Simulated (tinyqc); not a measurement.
UHF in the sto-6g basis, for BH2+, spin multiplicity 1, step by step (part 1 of 2). This run ends on a higher stationary point, not on the lowest solution. Computed by tinyqc, a small Python program that keeps every step (integrals from PySCF). Settings: charge = 1, multiplicity = 1, basis = sto-6g, energy threshold = 1e-08, iteration cap = 85, orthogonalisation = canonical, start = core, DIIS depth = 3, damping = 0.5, method = UHF, break = 0.7. Command: `OMP_NUM_THREADS=1 python tinyqc.py 24545 24546 out.jsonl` (the two numbers bound the seeds that draw the settings). One thread of a shared host (Intel(R) Xeon(R) Processor @ 2.60GHz), about 0.3 s of CPU time with the checks. Later iterations appear only in the table of the cycle.

## One-electron integrals

Geometry (angstrom):
```
atom,x,y,z
B,0.000000,0.000000,0.000000
H,0.000000,1.547000,0.712000
H,0.000000,-1.547000,0.712000
```

Basis sto-6g: exponents (1/bohr^2) and contraction coefficients of normalised primitives:
```
element,l (shell),exponent,coefficient
B,s (1),506.011147,0.009164
B,s (1),92.776814,0.049362
B,s (1),25.955658,0.168538
B,s (1),8.916445,0.370563
B,s (1),3.462507,0.416492
B,s (1),1.426054,0.130334
B,s (2),23.194575,-0.013253
B,s (2),4.590810,-0.046992
B,s (2),1.426819,-0.033785
B,s (2),0.548948,0.250242
B,s (2),0.238410,0.595117
B,s (2),0.109280,0.240706
B,p (3),23.194575,0.003760
B,p (3),4.590810,0.037679
B,p (3),1.426819,0.173897
B,p (3),0.548948,0.418036
B,p (3),0.238410,0.425859
B,p (3),0.109280,0.101708
H,s (1),35.523221,0.009164
H,s (1),6.513144,0.049361
H,s (1),1.822143,0.168538
H,s (1),0.625955,0.370563
H,s (1),0.243077,0.416492
H,s (1),0.100112,0.130334
```

Overlap, kinetic and nuclear-attraction integrals over the contracted functions; the nuclear repulsion is the sum of Za Zb / Rab.

nuclear repulsion = 3.27838697 hartree

overlap S, lower triangle:
```
,1B 1s,1B 2s,1B 2px,1B 2py,1B 2pz,2H 1s,3H 1s
1B 1s,1.000000
1B 2s,0.264891,1.000000
1B 2px,0.000000,0.000000,1.000000
1B 2py,0.000000,0.000000,0.000000,1.000000
1B 2pz,0.000000,0.000000,0.000000,0.000000,1.000000
2H 1s,0.021518,0.252595,0.000000,0.272172,0.125266,1.000000
3H 1s,0.021518,0.252595,0.000000,-0.272172,0.125266,0.018296,1.000000
```

kinetic energy T (hartree), lower triangle:
```
,1B 1s,1B 2s,1B 2px,1B 2py,1B 2pz,2H 1s,3H 1s
1B 1s,10.947243
1B 2s,-0.333880,0.374498
1B 2px,0.000000,0.000000,1.125026
1B 2py,0.000000,0.000000,0.000000,1.125026
1B 2pz,0.000000,0.000000,0.000000,0.000000,1.125026
2H 1s,-0.007482,0.006923,0.000000,0.053130,0.024453,0.768522
3H 1s,-0.007482,0.006923,0.000000,-0.053130,0.024453,-0.005011,0.768522
```

nuclear attraction V (hartree), lower triangle:
```
,1B 1s,1B 2s,1B 2px,1B 2py,1B 2pz,2H 1s,3H 1s
1B 1s,-24.013192
1B 2s,-2.908811,-4.368867
1B 2px,0.000000,0.000000,-4.331646
1B 2py,0.000000,0.000000,0.000000,-4.423363
1B 2pz,-0.007976,-0.075651,0.000000,0.000000,-4.351074
2H 1s,-0.258024,-0.849873,0.000000,-0.860943,-0.403025,-2.961624
3H 1s,-0.258024,-0.849873,0.000000,0.860943,-0.403025,-0.058194,-2.961624
```

core Hamiltonian H = T + V (hartree), lower triangle:
```
,1B 1s,1B 2s,1B 2px,1B 2py,1B 2pz,2H 1s,3H 1s
1B 1s,-13.065948
1B 2s,-3.242692,-3.994369
1B 2px,0.000000,0.000000,-3.206619
1B 2py,0.000000,0.000000,0.000000,-3.298337
1B 2pz,-0.007976,-0.075651,0.000000,0.000000,-3.226047
2H 1s,-0.265506,-0.842950,0.000000,-0.807813,-0.378572,-2.193102
3H 1s,-0.265506,-0.842950,0.000000,0.807813,-0.378572,-0.063205,-2.193102
```

## Two-electron integrals

Functions are numbered as in S; the eight-fold symmetry (ij|kl) = (ji|kl) = (kl|ij) leaves the list below.

Two-electron integrals (ij|kl) in chemists' order, unique and non-zero (hartree):
```
i,j,k,l,(ij|kl)
1,1,1,1,2.924993
2,1,1,1,0.480756
2,1,2,1,0.099484
2,2,1,1,0.743449
2,2,2,1,0.188967
2,2,2,2,0.544922
3,1,3,1,0.021096
3,2,3,1,0.030854
3,2,3,2,0.120443
3,3,1,1,0.743450
3,3,2,1,0.188967
3,3,2,2,0.544922
3,3,3,3,0.587109
4,1,4,1,0.021096
4,2,4,1,0.030854
4,2,4,2,0.120443
4,3,4,3,0.031641
4,4,1,1,0.743450
4,4,2,1,0.188967
4,4,2,2,0.544922
4,4,3,3,0.523827
4,4,4,4,0.587109
5,1,5,1,0.021096
5,2,5,1,0.030854
5,2,5,2,0.120443
5,3,5,3,0.031641
5,4,5,4,0.031641
5,5,1,1,0.743450
5,5,2,1,0.188967
5,5,2,2,0.544922
5,5,3,3,0.523827
5,5,4,4,0.523827
5,5,5,5,0.587109
6,1,1,1,0.040078
6,1,2,1,0.008055
6,1,2,2,0.015241
6,1,3,3,0.015160
6,1,4,1,0.000579
6,1,4,2,0.001121
6,1,4,4,0.015360
6,1,5,1,0.000266
6,1,5,2,0.000516
6,1,5,4,0.000092
6,1,5,5,0.015203
6,1,6,1,0.000677
6,2,1,1,0.125847
6,2,2,1,0.032721
6,2,2,2,0.107692
6,2,3,3,0.104423
6,2,4,1,0.003413
6,2,4,2,0.022171
6,2,4,4,0.112516
6,2,5,1,0.001571
6,2,5,2,0.010204
6,2,5,4,0.003725
6,2,5,5,0.106137
6,2,6,1,0.002835
6,2,6,2,0.033677
6,3,3,1,0.002944
6,3,3,2,0.014423
6,3,4,3,0.003849
6,3,5,3,0.001771
6,3,6,3,0.003068
6,4,1,1,0.119645
6,4,2,1,0.031466
6,4,2,2,0.108526
6,4,3,3,0.103133
6,4,4,1,0.005655
6,4,4,2,0.034218
6,4,4,4,0.117828
6,4,5,1,0.001248
6,4,5,2,0.009110
6,4,5,4,0.004992
6,4,5,5,0.104616
6,4,6,1,0.002831
6,4,6,2,0.039333
6,4,6,4,0.048104
6,5,1,1,0.055066
6,5,2,1,0.014482
6,5,2,2,0.049949
6,5,3,3,0.047467
6,5,4,1,0.001248
6,5,4,2,0.009110
6,5,4,4,0.050687
6,5,5,1,0.003518
6,5,5,2,0.018616
6,5,5,4,0.005331
6,5,5,5,0.051692
6,5,6,1,0.001303
6,5,6,2,0.018103
6,5,6,4,0.020728
6,5,6,5,0.012608
6,6,1,1,0.310141
6,6,2,1,0.082093
6,6,2,2,0.304873
6,6,3,3,0.289675
6,6,4,1,0.008488
6,6,4,2,0.075902
6,6,4,4,0.327299
6,6,5,1,0.003907
6,6,5,2,0.034934
6,6,5,4,0.017316
6,6,5,5,0.297644
6,6,6,1,0.007174
6,6,6,2,0.133542
6,6,6,4,0.167546
6,6,6,5,0.077112
6,6,6,6,0.774999
7,1,1,1,0.040078
7,1,2,1,0.008055
7,1,2,2,0.015241
7,1,3,3,0.015160
7,1,4,1,-0.000579
7,1,4,2,-0.001121
7,1,4,4,0.015360
7,1,5,1,0.000266
7,1,5,2,0.000516
7,1,5,4,-0.000092
7,1,5,5,0.015203
7,1,6,1,0.000641
7,1,6,2,0.002541
7,1,6,4,0.002357
7,1,6,5,0.001176
7,1,6,6,0.006385
7,1,7,1,0.000677
7,2,1,1,0.125847
7,2,2,1,0.032721
7,2,2,2,0.107692
7,2,3,3,0.104423
7,2,4,1,-0.003413
7,2,4,2,-0.022171
7,2,4,4,0.112516
7,2,5,1,0.001571
7,2,5,2,0.010204
7,2,5,4,-0.003725
7,2,5,5,0.106137
7,2,6,1,0.002541
7,2,6,2,0.019078
7,2,6,4,0.017470
7,2,6,5,0.010045
7,2,6,6,0.055298
7,2,7,1,0.002835
7,2,7,2,0.033677
7,3,3,1,0.002944
7,3,3,2,0.014423
7,3,4,3,-0.003849
7,3,5,3,0.001771
7,3,6,3,0.001456
7,3,7,3,0.003068
7,4,1,1,-0.119645
7,4,2,1,-0.031466
7,4,2,2,-0.108526
7,4,3,3,-0.103133
7,4,4,1,0.005655
7,4,4,2,0.034218
7,4,4,4,-0.117828
7,4,5,1,-0.001248
7,4,5,2,-0.009110
7,4,5,4,0.004992
7,4,5,5,-0.104616
7,4,6,1,-0.002357
7,4,6,2,-0.017470
7,4,6,4,-0.015130
7,4,6,5,-0.009084
7,4,6,6,-0.050687
7,4,7,1,-0.002831
7,4,7,2,-0.039333
7,4,7,4,0.048104
7,5,1,1,0.055066
7,5,2,1,0.014482
7,5,2,2,0.049949
7,5,3,3,0.047467
7,5,4,1,-0.001248
7,5,4,2,-0.009110
7,5,4,4,0.050687
7,5,5,1,0.003518
7,5,5,2,0.018616
7,5,5,4,-0.005331
7,5,5,5,0.051692
7,5,6,1,0.001176
7,5,6,2,0.010045
7,5,6,4,0.009084
7,5,6,5,0.006644
7,5,6,6,0.029917
7,5,7,1,0.001303
7,5,7,2,0.018103
7,5,7,4,-0.020728
7,5,7,5,0.012608
7,6,1,1,0.008666
7,6,2,1,0.002253
7,6,2,2,0.007510
7,6,3,3,0.007308
7,6,4,4,0.007592
7,6,5,1,0.000187
7,6,5,2,0.001232
7,6,5,5,0.007631
7,6,6,1,0.000186
7,6,6,2,0.001861
7,6,6,4,0.001950
7,6,6,5,0.001089
7,6,6,6,0.006542
7,6,7,1,0.000186
7,6,7,2,0.001861
7,6,7,4,-0.001950
7,6,7,5,0.001089
7,6,7,6,0.000139
7,7,1,1,0.310141
7,7,2,1,0.082093
7,7,2,2,0.304873
7,7,3,3,0.289675
7,7,4,1,-0.008488
7,7,4,2,-0.075902
7,7,4,4,0.327299
7,7,5,1,0.003907
7,7,5,2,0.034934
7,7,5,4,-0.017316
7,7,5,5,0.297644
7,7,6,1,0.006385
7,7,6,2,0.055298
7,7,6,4,0.050687
7,7,6,5,0.029917
7,7,6,6,0.171024
7,7,7,1,0.007174
7,7,7,2,0.133542
7,7,7,4,-0.167546
7,7,7,5,0.077112
7,7,7,6,0.006542
7,7,7,7,0.774999
```

## Orthogonalisation

S = U s U^T; canonical form X = U s^(-1/2), so that X^T S X = 1. Each column of U has its largest component positive (the first on a tie).

eigenvalues of S: 0.551735  0.605833  0.887996  1.000000  1.089721  1.375870  1.488845

X:
```
,1,2,3,4,5,6,7
1B 1s,-0.490257,0.000000,0.668485,0.000000,-0.538547,0.000000,0.322151
1B 2s,0.920590,0.000000,-0.234144,0.000000,-0.221885,0.000000,0.537464
1B 2px,0.000000,0.000000,0.000000,1.000000,0.000000,0.000000,0.000000
1B 2py,0.000000,0.897608,0.000000,0.000000,0.000000,0.609951,0.000000
1B 2pz,0.312866,0.000000,0.667915,0.000000,0.678474,0.000000,0.179968
2H 1s,-0.559796,-0.649969,-0.298602,0.000000,0.242975,0.421172,0.351158
3H 1s,-0.559796,0.649969,-0.298602,0.000000,0.242975,-0.421172,0.351158
```

## Starting guess

The start is the orbitals of the core Hamiltonian, with HOMO and LUMO mixed by +/-0.7 rad for the two spins; D(s) = C_occ C_occ^T for each spin.

D(alpha) at the start, lower triangle:
```
,1B 1s,1B 2s,1B 2px,1B 2py,1B 2pz,2H 1s,3H 1s
1B 1s,1.072463
1B 2s,-0.274234,1.033322
1B 2px,0.000000,0.000000,0.415016
1B 2py,0.000000,0.000000,0.512998,0.634111
1B 2pz,-0.084375,0.350112,0.000000,0.000000,0.118699
2H 1s,0.023609,-0.079373,-0.043010,-0.053164,-0.026872,0.010561
3H 1s,0.023609,-0.079373,0.043010,0.053164,-0.026872,0.001646,0.010561
```

D(beta) at the start, lower triangle:
```
,1B 1s,1B 2s,1B 2px,1B 2py,1B 2pz,2H 1s,3H 1s
1B 1s,1.072463
1B 2s,-0.274234,1.033322
1B 2px,0.000000,0.000000,0.415016
1B 2py,0.000000,0.000000,-0.512998,0.634111
1B 2pz,-0.084375,0.350112,0.000000,0.000000,0.118699
2H 1s,0.023609,-0.079373,0.043010,-0.053164,-0.026872,0.010561
3H 1s,0.023609,-0.079373,-0.043010,0.053164,-0.026872,0.001646,0.010561
```

## Iteration 1: building the Fock matrix

J_ij = sum D_kl (ij|kl) with D = D(alpha) + D(beta), K_ij = sum D_kl (ik|jl) for each spin; F = H + J - K(s); E = tr D H + tr D J / 2 - 0.5 sum_s tr D(s) K(s) + E_nn.

Coulomb J (hartree), lower triangle:
```
,1B 1s,1B 2s,1B 2px,1B 2py,1B 2pz,2H 1s,3H 1s
1B 1s,8.897515
1B 2s,1.721676,3.676797
1B 2px,0.000000,0.000000,3.684297
1B 2py,0.000000,0.000000,0.000000,3.701575
1B 2pz,0.034022,0.145486,0.000000,0.000000,3.644514
2H 1s,0.142269,0.697582,0.000000,0.689033,0.331444,1.882471
3H 1s,0.142269,0.697582,0.000000,-0.689033,0.331444,0.048873,1.882471
```

exchange K(alpha) (hartree), lower triangle:
```
,1B 1s,1B 2s,1B 2px,1B 2py,1B 2pz,2H 1s,3H 1s
1B 1s,3.001796
1B 2s,0.513911,0.670649
1B 2px,0.000000,0.000000,0.392397
1B 2py,0.000000,0.000000,0.275751,0.484381
1B 2pz,0.011568,0.197960,0.000000,0.000000,0.221063
2H 1s,0.046123,0.124188,0.042668,0.076597,0.048059,0.044949
3H 1s,0.046123,0.124188,-0.042668,-0.076597,0.048059,0.012814,0.044949
```

exchange K(beta) (hartree), lower triangle:
```
,1B 1s,1B 2s,1B 2px,1B 2py,1B 2pz,2H 1s,3H 1s
1B 1s,3.001796
1B 2s,0.513911,0.670649
1B 2px,0.000000,0.000000,0.392397
1B 2py,0.000000,0.000000,-0.275751,0.484381
1B 2pz,0.011568,0.197960,0.000000,0.000000,0.221063
2H 1s,0.046123,0.124188,-0.042668,0.076597,0.048059,0.044949
3H 1s,0.046123,0.124188,0.042668,-0.076597,0.048059,0.012814,0.044949
```

F(alpha) (hartree), lower triangle:
```
,1B 1s,1B 2s,1B 2px,1B 2py,1B 2pz,2H 1s,3H 1s
1B 1s,-7.170230
1B 2s,-2.034926,-0.988221
1B 2px,0.000000,0.000000,0.085280
1B 2py,0.000000,0.000000,-0.275751,-0.081143
1B 2pz,0.014478,-0.128125,0.000000,0.000000,0.197403
2H 1s,-0.169359,-0.269556,-0.042668,-0.195378,-0.095187,-0.355580
3H 1s,-0.169359,-0.269556,0.042668,0.195378,-0.095187,-0.027146,-0.355580
```

F(beta) (hartree), lower triangle:
```
,1B 1s,1B 2s,1B 2px,1B 2py,1B 2pz,2H 1s,3H 1s
1B 1s,-7.170230
1B 2s,-2.034926,-0.988221
1B 2px,0.000000,0.000000,0.085280
1B 2py,0.000000,0.000000,0.275751,-0.081143
1B 2pz,0.014478,-0.128125,0.000000,0.000000,0.197403
2H 1s,-0.169359,-0.269556,0.042668,-0.195378,-0.095187,-0.355580
3H 1s,-0.169359,-0.269556,-0.042668,0.195378,-0.095187,-0.027146,-0.355580
```

total energy of this density = -24.37314429 hartree

This density is the starting one.

## Iteration 1: diagonalisation and new density

Diagonalise F' = X^T F X, C = X C', fill 3 alpha and 3 beta electrons from the bottom; D(s) = C_occ C_occ^T; the new density keeps 0.5 of the old one (damping). Each column has its largest component positive (the first on a tie).

F' = X^T F X (alpha) (hartree), lower triangle:
```
,1,2,3,4,5,6,7
1,-0.586427
2,0.000000,0.113070
3,1.162882,0.000000,-2.412743
4,0.000000,-0.192051,0.000000,0.085280
5,-1.027609,0.000000,2.654082,0.000000,-2.456896
6,0.000000,0.142582,0.000000,-0.204136,0.000000,-0.347473
7,0.800764,0.000000,-1.879649,0.000000,1.970720,0.000000,-2.149577
```

orbital energies (alpha) (hartree): MO1 -7.173286, MO2 -0.555987, MO3 -0.436796, MO4 -0.125781, MO5 -0.086810, MO6 0.249412, MO7 0.374483

coefficients C (alpha):
```
,MO1,MO2,MO3,MO4,MO5,MO6,MO7
1B 1s,0.993788,-0.220971,0.000000,-0.209833,0.000000,0.023793,0.000000
1B 2s,0.023074,0.719152,0.000000,0.848827,0.000000,-0.046811,0.000000
1B 2px,0.000000,0.000000,0.318406,0.000000,0.669804,0.000000,-0.670806
1B 2py,0.000000,0.000000,0.453896,0.000000,0.581440,0.000000,0.796019
1B 2pz,-0.000923,0.149425,0.000000,0.020635,0.000000,1.006954,0.000000
2H 1s,-0.002880,0.337402,0.481274,-0.661740,-0.528105,-0.182030,-0.298874
3H 1s,-0.002880,0.337402,-0.481274,-0.661740,0.528105,-0.182030,0.298874
```

F' = X^T F X (beta) (hartree), lower triangle:
```
,1,2,3,4,5,6,7
1,-0.586427
2,0.000000,0.113070
3,1.162882,0.000000,-2.412743
4,0.000000,0.192051,0.000000,0.085280
5,-1.027609,0.000000,2.654082,0.000000,-2.456896
6,0.000000,0.142582,0.000000,0.204136,0.000000,-0.347473
7,0.800764,0.000000,-1.879649,0.000000,1.970720,0.000000,-2.149577
```

orbital energies (beta) (hartree): MO1 -7.173286, MO2 -0.555987, MO3 -0.436796, MO4 -0.125781, MO5 -0.086810, MO6 0.249412, MO7 0.374483

coefficients C (beta):
```
,MO1,MO2,MO3,MO4,MO5,MO6,MO7
1B 1s,0.993788,-0.220971,0.000000,-0.209833,0.000000,0.023793,0.000000
1B 2s,0.023074,0.719152,0.000000,0.848827,0.000000,-0.046811,0.000000
1B 2px,0.000000,0.000000,-0.318406,0.000000,0.669804,0.000000,0.670806
1B 2py,0.000000,0.000000,0.453896,0.000000,-0.581440,0.000000,0.796019
1B 2pz,-0.000923,0.149425,0.000000,0.020635,0.000000,1.006954,0.000000
2H 1s,-0.002880,0.337402,0.481274,-0.661740,0.528105,-0.182030,-0.298874
3H 1s,-0.002880,0.337402,-0.481274,-0.661740,-0.528105,-0.182030,0.298874
```

D(alpha) after iteration 1, lower triangle:
```
,1B 1s,1B 2s,1B 2px,1B 2py,1B 2pz,2H 1s,3H 1s
1B 1s,1.054453
1B 2s,-0.205108,0.775517
1B 2px,0.000000,0.000000,0.258199
1B 2py,0.000000,0.000000,0.328760,0.420066
1B 2pz,-0.059156,0.228775,0.000000,0.000000,0.070514
2H 1s,-0.026904,0.081602,0.055115,0.082642,0.011774,0.178017
3H 1s,-0.026904,0.081602,-0.055115,-0.082642,0.011774,-0.058065,0.178017
```

D(beta) after iteration 1, lower triangle:
```
,1B 1s,1B 2s,1B 2px,1B 2py,1B 2pz,2H 1s,3H 1s
1B 1s,1.054453
1B 2s,-0.205108,0.775517
1B 2px,0.000000,0.000000,0.258199
1B 2py,0.000000,0.000000,-0.328760,0.420066
1B 2pz,-0.059156,0.228775,0.000000,0.000000,0.070514
2H 1s,-0.026904,0.081602,-0.055115,0.082642,0.011774,0.178017
3H 1s,-0.026904,0.081602,0.055115,-0.082642,0.011774,-0.058065,0.178017
```

## Iteration 2: building the Fock matrix

As before.

Coulomb J (hartree), lower triangle:
```
,1B 1s,1B 2s,1B 2px,1B 2py,1B 2pz,2H 1s,3H 1s
1B 1s,8.417227
1B 2s,1.608059,3.432899
1B 2px,0.000000,0.000000,3.417297
1B 2py,0.000000,0.000000,0.000000,3.479766
1B 2pz,0.028106,0.141833,0.000000,0.000000,3.401630
2H 1s,0.133068,0.681520,0.000000,0.687411,0.329843,2.029814
3H 1s,0.133068,0.681520,0.000000,-0.687411,0.329843,0.047580,2.029814
```

exchange K(alpha) (hartree), lower triangle:
```
,1B 1s,1B 2s,1B 2px,1B 2py,1B 2pz,2H 1s,3H 1s
1B 1s,2.978688
1B 2s,0.505828,0.589381
1B 2px,0.000000,0.000000,0.276777
1B 2py,0.000000,0.000000,0.194409,0.428648
1B 2pz,0.005522,0.158506,0.000000,0.000000,0.179465
2H 1s,0.044411,0.171461,0.050823,0.142630,0.064805,0.243826
3H 1s,0.044411,0.171461,-0.050823,-0.142630,0.064805,0.007415,0.243826
```

exchange K(beta) (hartree), lower triangle:
```
,1B 1s,1B 2s,1B 2px,1B 2py,1B 2pz,2H 1s,3H 1s
1B 1s,2.978688
1B 2s,0.505828,0.589381
1B 2px,0.000000,0.000000,0.276777
1B 2py,0.000000,0.000000,-0.194409,0.428648
1B 2pz,0.005522,0.158506,0.000000,0.000000,0.179465
2H 1s,0.044411,0.171461,-0.050823,0.142630,0.064805,0.243826
3H 1s,0.044411,0.171461,0.050823,-0.142630,0.064805,0.007415,0.243826
```

F(alpha) (hartree), lower triangle:
```
,1B 1s,1B 2s,1B 2px,1B 2py,1B 2pz,2H 1s,3H 1s
1B 1s,-7.627408
1B 2s,-2.140460,-1.150851
1B 2px,0.000000,0.000000,-0.066099
1B 2py,0.000000,0.000000,-0.194409,-0.247219
1B 2pz,0.014607,-0.092324,0.000000,0.000000,-0.003882
2H 1s,-0.176848,-0.332891,-0.050823,-0.263032,-0.113534,-0.407114
3H 1s,-0.176848,-0.332891,0.050823,0.263032,-0.113534,-0.023040,-0.407114
```

F(beta) (hartree), lower triangle:
```
,1B 1s,1B 2s,1B 2px,1B 2py,1B 2pz,2H 1s,3H 1s
1B 1s,-7.627408
1B 2s,-2.140460,-1.150851
1B 2px,0.000000,0.000000,-0.066099
1B 2py,0.000000,0.000000,0.194409,-0.247219
1B 2pz,0.014607,-0.092324,0.000000,0.000000,-0.003882
2H 1s,-0.176848,-0.332891,0.050823,-0.263032,-0.113534,-0.407114
3H 1s,-0.176848,-0.332891,-0.050823,0.263032,-0.113534,-0.023040,-0.407114
```

total energy of this density = -24.73165253 hartree

This density is a damped mixture and is not idempotent.

## Iteration 2: DIIS over 2 matrices

error matrix X^T (FDS - SDF) X (alpha):
```
,1,2,3,4,5,6,7
1,0.000000,0.000000,-0.067619,0.000000,0.025677,0.000000,0.096306
2,0.000000,0.000000,0.000000,0.048775,0.000000,0.074269,0.000000
3,0.067619,0.000000,0.000000,0.000000,-0.030056,0.000000,0.067357
4,0.000000,-0.048775,0.000000,0.000000,0.000000,0.069034,0.000000
5,-0.025677,0.000000,0.030056,0.000000,0.000000,0.000000,0.043504
6,0.000000,-0.074269,0.000000,-0.069034,0.000000,0.000000,0.000000
7,-0.096306,0.000000,-0.067357,0.000000,-0.043504,0.000000,0.000000
```

B (overlaps of the stored error matrices):
```
,1,2
1,4.1075427e-01,2.3466459e-01
2,2.3466459e-01,1.3800039e-01
```

Minimise |sum c_i e_i|^2 with sum c_i = 1: solve [B -1; -1 0][c; lambda] = [0; -1] with B_ij = tr e_i^T e_j summed over both spins, and take F = sum c_i F_i.

DIIS coefficients: -1.217043  2.217043

extrapolated F(alpha) (hartree), lower triangle:
```
,1B 1s,1B 2s,1B 2px,1B 2py,1B 2pz,2H 1s,3H 1s
1B 1s,-8.183814
1B 2s,-2.268901,-1.348778
1B 2px,0.000000,0.000000,-0.250335
1B 2py,0.000000,0.000000,-0.095411,-0.449340
1B 2pz,0.014764,-0.048754,0.000000,0.000000,-0.248855
2H 1s,-0.185963,-0.409972,-0.060748,-0.345371,-0.135864,-0.469833
3H 1s,-0.185963,-0.409972,0.060748,0.345371,-0.135864,-0.018043,-0.469833
```

extrapolated F(beta) (hartree), lower triangle:
```
,1B 1s,1B 2s,1B 2px,1B 2py,1B 2pz,2H 1s,3H 1s
1B 1s,-8.183814
1B 2s,-2.268901,-1.348778
1B 2px,0.000000,0.000000,-0.250335
1B 2py,0.000000,0.000000,0.095411,-0.449340
1B 2pz,0.014764,-0.048754,0.000000,0.000000,-0.248855
2H 1s,-0.185963,-0.409972,0.060748,-0.345371,-0.135864,-0.469833
3H 1s,-0.185963,-0.409972,-0.060748,0.345371,-0.135864,-0.018043,-0.469833
```
